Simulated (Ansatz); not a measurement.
A displaced shape of singlet NO(+):

```yaml
atoms:
  - { symbol: N, position_ang: [-0.0321, 0.0193, -0.5985] }
  - { symbol: O, position_ang: [0.0116, -0.0125, 0.5416] }
```

It was optimised with PBE0/def2-SVP in Ansatz (development build ahead of 0.2.0) to forces under 0.001 eV/Å, with restricted orbitals. Each step stands on the lowest determinant of that kind that the program's search found.

What shape does it relax to, and how does the optimisation go?

```xyz
2

N    -0.0305    0.0181   -0.5578
O     0.0100   -0.0113    0.5009
```

Bond lengths: N1–O2 1.060 Å.

| step | E − E(start) (eV) | largest force (eV/Å) |
| --- | --- | --- |
| 1 | 0.0000 | 10.9835 |
| 2 | -0.4865 | 2.0326 |
| 3 | -0.4966 | 0.4402 |
| 4 | -0.4972 | 0.0124 |
| 5 | -0.4972 | 0.0001 |

The optimisation ended after 5 steps with its threshold met.
